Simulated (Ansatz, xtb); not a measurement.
Molecule: OF₂, net charge 0, singlet state. 
Geometry from a B3LYP-D3(BJ)/def2-TZVP (Ansatz, a program for electronic structure) optimisation:
```xyz
3

F      0.0392     1.1006    -0.2795
O     -0.0196     0.0082     0.5973
F     -0.0218    -1.1078    -0.2514
```

Harmonic wavenumbers from GFN2-xTB (xtb, at its own minimum), cm⁻¹: 433, 790, 950.

Question: Give the harmonic wavenumbers at B3LYP-D3(BJ)/def2-TZVP (Ansatz, finite differences of forces, unscaled).

Answer: 481, 889, 1016 cm⁻¹. Zero-point energy 3.4 kcal/mol.

Question: From these and the geometry, give the ideal-gas thermochemistry at 298.15 K and 1 atm (rigid rotor, harmonic oscillator).

Answer: Point group C2v, rotational symmetry number 2. Rotational constants 60.23, 10.9, 9.229 GHz. S(trans) 37.88, S(rot) 20.12, S(vib) 0.94, S(elec, spin only) 0.00, S 58.9 cal/(mol K). H(298) - H(0) 2.58 kcal/mol; G - E(el) -11.6 kcal/mol. Tabulated S at 1 bar: 59.2 cal/(mol K) (CRC Handbook, as tabulated in the package chemicals).
